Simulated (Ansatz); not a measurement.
Reaction (formal hydrolysis of a C–C bond): `CCCC(C)CC` + H₂O → `CCC(C)O` + propane

Program: Ansatz. Geometries: PBE0-D4/def2-TZVP. ΔE: electronic, gas phase. CCSD(T)/CBS is the MP2 limit (def2-TZVPP, def2-QZVPP) plus CCSD(T) − MP2 in def2-TZVPP, frozen cores. This one scheme is used for every species. DFT in def2-TZVPP. One conformer a species, not always the lowest.

CCSD(T)/CBS gives +35.7 kJ/mol.

(1) Another level gave +29.5 kJ/mol. Which?
A. BHLYP/def2-TZVPP
B. CAM-B3LYP-D4/def2-TZVPP
C. CCSD/def2-TZVPP
D. MP2/def2-TZVPP

Largest T1 diagnostic among the species: 0.009.

Answers

(1) C. CCSD/def2-TZVPP 29.5, BHLYP 13.5, CAM-B3LYP-D4 20.8, MP2/def2-TZVPP 39.6 kJ/mol.

From r2SCAN to r2SCAN0 (25 % exact exchange), in def2-TZVPP and without D4, ΔE moves by +3.1 kJ/mol. Leaving LDA and LC-ωPBE aside and taking each functional with its dispersion term where it has one, the values, not all of them listed here, spread over 9.6 kJ/mol, from B2PLYP to PBE-QIDH. LDA lies +9.3 kJ/mol from PBE without D4.
